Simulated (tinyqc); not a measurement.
Worked calculation: geometry optimisation on the RHF/sto-3g surface (energies and gradients from PySCF), for HF, spin multiplicity 1. One step of it, computed by the program tinyqc.

Question. Step 2: move. Quasi-Newton step p = -H^(-1) g (the inverse Hessian comes from BFGS updates; coordinates in the order x, y, z of each atom); steps longer than 0.5 bohr are cut back.

positions after step 1 (bohr):
```
           x         y         z
1F  0.000000  0.000000  0.062862
2H  0.000000  0.000000  1.843871
```

gradient (hartree/bohr):
```
             x           y            z
1F  0.00000000  0.00000000   0.01850199
2H  0.00000000  0.00000000  -0.01850199
```

inverse Hessian in use (bohr^2/hartree):
```
          1         2         3         4         5         6
1  1.000000  0.000000  0.000000  0.000000  0.000000  0.000000
2  0.000000  1.000000  0.000000  0.000000  0.000000  0.000000
3  0.000000  0.000000  0.886302  0.000000  0.000000  0.113698
4  0.000000  0.000000  0.000000  1.000000  0.000000  0.000000
5  0.000000  0.000000  0.000000  0.000000  1.000000  0.000000
6  0.000000  0.000000  0.113698  0.000000  0.000000  0.886302
```

Give: positions after step 2.

Answer.

positions after step 2 (bohr):
```
         x       y       z
1F  0.0000  0.0000  0.0486
2H  0.0000  0.0000  1.8582
```
